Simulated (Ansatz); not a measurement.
Relaxation of AlH4NO (7 atoms, charge 0, multiplicity 1), to a largest force component of 0.03 eV/Å in at most 50 steps.

Method: Ansatz 0.2.0, RKS PBE-D4/cc-pVDZ.

```xyz
7
Properties=species:S:1:pos:R:3
Al 0.068 -0.223 0.091
H 0.598 -0.630 1.489
O 1.746 -0.047 -0.384
H 2.258 -0.276 0.412
N -1.439 0.029 -0.829
H -2.377 -0.129 -0.455
H -1.494 0.324 -1.807
```

**Question.** Where does it end, and by what steps?

**Answer.** The forces met the threshold. After 9 steps the energy has fallen by 0.680 eV; H2 moved furthest, 0.68 Å.

```tsv
step	energy less start (eV)	largest force component (eV/Å)	accepted
0	0.0000	1.343	yes
1	-0.3673	0.766	yes
2	-0.5482	0.377	yes
3	-0.6404	0.592	yes
4	-0.6641	0.592	yes
5	-0.6584	1.225	no
6	-0.6788	0.082	yes
7	-0.6794	0.064	yes
8	-0.6793	0.049	no
9	-0.6796	0.006	yes
```

```xyz
7
Properties=species:S:1:pos:R:3
Al 0.130 -0.271 0.254
H -0.012 -0.736 1.777
O 1.665 0.003 -0.540
H 2.480 -0.137 -0.026
N -1.318 0.003 -0.763
H -2.283 -0.114 -0.445
H -1.302 0.300 -1.741
```

Run time: 16 s on 1 thread of Arm Neoverse V2 (shared host), peak memory 0.12 GiB.
